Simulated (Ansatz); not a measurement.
# Property card for Ti6O

Level of theory: DFT PBEsol, scalar-relativistic, plane waves, PAW in Ansatz 0.2.0.

Settings: cutoff 420 eV, Γ-centred mesh 12×12×4 on the computed 14-atom cell, Gaussian smearing of 0.10 eV; no spin polarisation.

The structure is relaxed at this level of theory with its symmetry kept. Whether it is the stable form of this composition wasn't checked.

Space group P-31c (No. 163). a = 5.053 Å, b = 5.053 Å, c = 9.371 Å, α = 90.00°, β = 90.00°, γ = 120.00°
| atom | site | symmetry | x | y | z |
| --- | --- | --- | --- | --- | --- |
| Ti | 12i | 1 | 0.6681 | 0.0041 | 0.1195 |
| O | 2d | 3.2 | 0.3333 | 0.6667 | 0.7500 |

```json
{
 "Space group": "P-31c (No. 163)",
 "Volume per atom": "99.9 bohr³",
 "Formation energy from the elements' standard states (uncorrected)": "-0.873 eV/atom",
 "Kohn–Sham band gap": "none (metal)",
 "Density of states at the Fermi level": "9.66 states/eV per cell",
 "Löwdin character within 0.5 eV of the Fermi level": "Ti 3d 92 %, unprojected 4 %",
 "Bulk modulus": "142 GPa",
 "Its pressure derivative": "3.7"
}
```

Spin polarisation was left out, and a magnetic state may lie lower.

A ferromagnetic start lost its moments in a first run, so spin was left out; other magnetic orders weren't tried.

Cost: 8 runs of about 110 core-minutes in all, on AMD EPYC (Zen 3) (shared hosts).